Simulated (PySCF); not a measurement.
## Computed NMR parameters against published values

Atom-mapped SMILES (the numbers label the heavy atoms): `[Cl:1][c:2]1[cH:3][cH:4][s:5][cH:6]1`; H(Xn) means a hydrogen on atom n.

Published estimates (parent shift plus substituent increments) and measurements: δ ¹H H(C4) 7.22; H(C6) 7.06; H(C3) 6.92 ppm (estimated from measurements, as parent shift plus tabulated substituent increment; solution, not stated per compound (mostly CDCl3 or CCl4); Pretsch, Buehlmann, Badertscher, Structure Determination of Organic Compounds, 4th ed. (2009)).

Level of theory: shieldings: GIAO KT3/pcSseg-2, PBE0-D3(BJ)/def2-SVP geometry, in PySCF 2.14.0 with density-fitted response routines (no solvent model, relativity neglected, a single conformation).

Q: How close does the calculation come?

A: 
Reference values: estimated from measurements, as parent shift plus tabulated substituent increment (solution, not stated per compound (mostly CDCl3 or CCl4); Pretsch, Buehlmann, Badertscher, Structure Determination of Organic Compounds, 4th ed. (2009)).
```
atoms  quantity  reference  computed
H(C4)      δ ¹H       7.22      7.11
H(C6)      δ ¹H       7.06      6.88
H(C3)      δ ¹H       6.92      7.01
```

Computed shifts are σ(ref) − σ with the named reference compound (TMS for H and C) calculated as an isolated molecule at the same level.

Q: How far are the unscaled ¹H shifts from the references?

A: Mean signed difference -0.07 ppm, mean absolute 0.13 ppm over 3 comparisons; the largest is -0.18 ppm at H(C6) (hydrogen on an aromatic CH next to the ring sulfur).

3 of the 6 published NMR values on file for this molecule are compared.
